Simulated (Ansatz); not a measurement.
# H3NO (hydroxylamine): CCSD/def2-TZVPP

What is the vertical ionisation energy of H3NO (hydroxylamine) at CCSD/def2-TZVPP? 

Program for the calculation: Ansatz 0.2.0.

54 further runs of the same task are left out: 54 set aside as unsound or not needed.

### 1 The molecule

H3NO: 5 atoms, total charge 0, spin state singlet. SMILES: `NO`. Geometry: relaxed at PBE0-D4/def2-TZVP. This is one conformer, not always the lowest.

Bond lengths: N1–O2 1.422 Å, N1–H3 1.016 Å, N1–H4 1.016 Å, O2–H5 0.960 Å. Angles: N1–O2–H5 102.8°, O2–N1–H3 104.5°, O2–N1–H4 104.5°, H3–N1–H4 106.0°.

### 2 The energy at CCSD/def2-TZVPP

File molecule.yaml:

```yaml
crystal:
  periodic: [false, false, false]
  atoms:
    - {symbol: "N", position_ang: [-0.165120, -0.361290, -0.321170]}
    - {symbol: O, position_ang: [0.364460, 0.666040, 0.508060]}
    - {symbol: H, position_ang: [-0.162690, -1.190020, 0.266770]}
    - {symbol: H, position_ang: [-1.141650, -0.109840, -0.446210]}
    - {symbol: H, position_ang: [1.105010, 0.995100, -0.007440]}
basis:
  gaussian: {orbitals: def2-TZVPP}
correlation: {method: ccsd, frozen_orbitals: {H: 0, "N": 1, O: 1}}
accuracy: high
scf: {omitted_lower_state_checks: [cluster_reference, increment]}
```

The run is started by

```console
$ ansatz run molecule.yaml --threads 1 --pin off --max-ram 3480MiB --events-out events.jsonl --progress --plain --runs-dir runs
```

Output:

```text
Warning: RAYON_NUM_THREADS=1 ignored (pool sized by the plan → 1); use --threads N
Functional definition: HF
  name "HF"
  exchange = exact_x
  correlation = 0
these checks for a lower state are left out or cut short: cluster_reference, increment
1821 factors; integrals over basis functions are off by at most 3.5e-9 eV
mean field evaluation 1: about -3564.6831 eV, gradient 2.6e1 eV
mean field evaluation 2: about -3564.6840 eV, gradient 2.6e1 eV
mean field evaluation 4: about -3566.0083 eV, gradient 2.6e0 eV
mean field evaluation 8: about -3566.0266 eV, gradient 5.0e-4 eV
mean field -3566.02656740 eV, -131.0490592123 hartree, gradient 4.1e-8 eV, S^2 0.000000; 0 other end points of the search recorded, 0 dependent functions left out
2 core orbitals not correlated: weight in the atoms' cores, before any rotation towards them, 1.000 or more for the frozen orbitals, at most 0.000 for the correlated occupied ones
reference -3566.02656740 eV, -131.0490592123 hartree; 7, 7 occupied and 95, 95 virtual orbitals, 1821 factors
second order -12.63979540 eV of doubles, -0.00000000 eV of singles
cycle   1  -12.66577091 eV  change   -2.6e-2 eV  update   6.2e-2
cycle   2  -12.95167687 eV  change   -2.9e-1 eV  update   1.8e-2
cycle   3  -13.00347893 eV  change   -5.2e-2 eV  update   7.5e-3
cycle   4  -13.00062917 eV  change    2.8e-3 eV  update   1.7e-3
cycle   5  -13.00171613 eV  change   -1.1e-3 eV  update   6.9e-4
cycle   6  -13.00185804 eV  change   -1.4e-4 eV  update   2.3e-4
cycle   7  -13.00177750 eV  change    8.1e-5 eV  update   8.2e-5
cycle   8  -13.00177063 eV  change    6.9e-6 eV  update   3.0e-5
cycle   9  -13.00176324 eV  change    7.4e-6 eV  update   8.8e-6
cycle  10  -13.00175907 eV  change    4.2e-6 eV  update   3.4e-6
cycle  11  -13.00176301 eV  change   -3.9e-6 eV  update   1.5e-6
cycle  12  -13.00176271 eV  change    3.0e-7 eV  update   4.6e-7
cycle  13  -13.00176323 eV  change   -5.3e-7 eV  update   1.6e-7
cycle  14  -13.00176319 eV  change    4.1e-8 eV  update   5.8e-8
cycle  15  -13.00176313 eV  change    5.9e-8 eV  update   3.1e-8
cycle  16  -13.00176312 eV  change    1.2e-8 eV  update   2.1e-8
cycle  17  -13.00176370 eV  change   -5.7e-7 eV  update   1.1e-7
cycle  18  -13.00176372 eV  change   -2.5e-8 eV  update   2.6e-8
cycle  19  -13.00176376 eV  change   -3.6e-8 eV  update   7.4e-9
cycle  20  -13.00176376 eV  change   -4.0e-9 eV  update   2.3e-9
cycle  21  -13.00176376 eV  change   -1.1e-9 eV  update  6.6e-10
Total energy: -3579.02833116 eV, -131.5268652177 hartree
Checks for a lower state left out: cluster_reference, increment
```

Run time: 11 s. Hardware: 1 thread of Arm Neoverse V2, shared host; peak memory 0.84 GiB.

### 3 The doublet cation at the same level

File in.yaml:

```yaml
crystal:
  periodic: [false, false, false]
  atoms:
    - {symbol: "N", position_ang: [-0.165120, -0.361290, -0.321170]}
    - {symbol: O, position_ang: [0.364460, 0.666040, 0.508060]}
    - {symbol: H, position_ang: [-0.162690, -1.190020, 0.266770]}
    - {symbol: H, position_ang: [-1.141650, -0.109840, -0.446210]}
    - {symbol: H, position_ang: [1.105010, 0.995100, -0.007440]}
basis:
  gaussian:
    orbitals: def2-TZVPP
total_charge: 1
magnetization:
  spin_polarized: true
  initial_magnetization: 1
correlation:
  method: ccsd
  frozen_orbitals: {H: 0, "N": 1, O: 1}
accuracy: high
scf:
  omitted_lower_state_checks: [cluster_reference, increment]
```

The run is started by

```console
$ ansatz run in.yaml --threads 1 --pin off --max-ram 3480MiB --events-out events.jsonl --progress --plain --runs-dir runs
```

Output:

```text
Warning: RAYON_NUM_THREADS=1 ignored (pool sized by the plan → 1); use --threads N
[... 4 set-up lines as earlier in the session ...]
these checks for a lower state are left out or cut short: cluster_reference, increment
1821 factors; integrals over basis functions are off by at most 3.5e-9 eV
mean field evaluation 1: about -3552.8345 eV, gradient 3.2e1 eV
mean field evaluation 2: about -3552.8359 eV, gradient 3.2e1 eV
mean field evaluation 4: about -3556.4500 eV, gradient 3.7e0 eV
mean field evaluation 8: about -3556.6167 eV, gradient 1.4e-1 eV
mean field evaluation 16: about -3555.8646 eV, gradient 3.6e0 eV
mean field -3556.61730566 eV, -130.7032752211 hartree, gradient 1.6e-8 eV, S^2 0.761591; 2 other end points of the search recorded, 0 dependent functions left out
2 core orbitals not correlated: weight in the atoms' cores, before any rotation towards them, 1.000 or more for the frozen orbitals, at most 0.000 for the correlated occupied ones
reference -3556.61730566 eV, -130.7032752211 hartree; 7, 6 occupied and 95, 96 virtual orbitals, 1821 factors
second order -11.33327433 eV of doubles, -0.00000000 eV of singles
cycle   1  -11.48403366 eV  change   -1.5e-1 eV  update   7.7e-2
cycle   2  -11.79622087 eV  change   -3.1e-1 eV  update   2.5e-2
cycle   3  -11.88619475 eV  change   -9.0e-2 eV  update   2.1e-2
cycle   4  -11.88508241 eV  change    1.1e-3 eV  update   1.1e-2
cycle   5  -11.89095626 eV  change   -5.9e-3 eV  update   5.9e-3
cycle   6  -11.89260854 eV  change   -1.7e-3 eV  update   1.9e-3
cycle   7  -11.89265937 eV  change   -5.1e-5 eV  update   7.4e-4
cycle   8  -11.89280252 eV  change   -1.4e-4 eV  update   3.5e-4
cycle   9  -11.89269704 eV  change    1.1e-4 eV  update   1.4e-4
cycle  10  -11.89274098 eV  change   -4.4e-5 eV  update   6.0e-5
cycle  11  -11.89276832 eV  change   -2.7e-5 eV  update   3.3e-5
cycle  12  -11.89275674 eV  change    1.2e-5 eV  update   2.2e-5
cycle  13  -11.89276352 eV  change   -6.8e-6 eV  update   1.7e-5
cycle  14  -11.89274813 eV  change    1.5e-5 eV  update   1.5e-5
cycle  15  -11.89274365 eV  change    4.5e-6 eV  update   1.1e-5
cycle  16  -11.89275528 eV  change   -1.2e-5 eV  update   5.9e-6
cycle  17  -11.89275604 eV  change   -7.6e-7 eV  update   2.1e-6
cycle  18  -11.89275612 eV  change   -7.9e-8 eV  update   8.6e-7
cycle  19  -11.89275503 eV  change    1.1e-6 eV  update   3.9e-7
cycle  20  -11.89275480 eV  change    2.3e-7 eV  update   1.8e-7
cycle  21  -11.89275497 eV  change   -1.8e-7 eV  update   9.7e-8
cycle  22  -11.89275506 eV  change   -8.6e-8 eV  update   5.4e-8
cycle  23  -11.89275508 eV  change   -2.1e-8 eV  update   3.5e-8
cycle  24  -11.89275509 eV  change   -6.8e-9 eV  update   2.5e-8
cycle  25  -11.89275480 eV  change    2.9e-7 eV  update   8.7e-8
cycle  26  -11.89275485 eV  change   -5.0e-8 eV  update   2.4e-8
cycle  27  -11.89275484 eV  change    1.3e-8 eV  update   8.8e-9
cycle  28  -11.89275484 eV  change   -1.9e-9 eV  update   3.4e-9
cycle  29  -11.89275484 eV  change   2.7e-11 eV  update   1.4e-9
Total energy: -3568.51006050 eV, -131.1403259002 hartree
Checks for a lower state left out: cluster_reference, increment
```

Run time: 39 s. Hardware: 1 thread of Arm Neoverse V2, shared host; peak memory 1.6 GiB.

### 4 Summary of results

At CCSD/def2-TZVPP, 2 core orbitals frozen:

| quantity | value |
| --- | --- |
| singlet H3NO: total energy | -131.52687 Eh |
| singlet H3NO: correlation energy (2 core orbitals frozen) | -477.8 mEh |
| singlet H3NO: T1 diagnostic | 0.009 |
| doublet cation: total energy | -131.14033 Eh |
| doublet cation: correlation energy (2 core orbitals frozen) | -437.1 mEh |
| doublet cation: ⟨S²⟩ of the reference determinant | 0.762 |
| doublet cation: T1 diagnostic | 0.025 |
| vertical ionisation energy (to the doublet cation) | 10.518 eV |

Removing an electron at fixed nuclei costs 10.52 eV (243 kcal/mol).
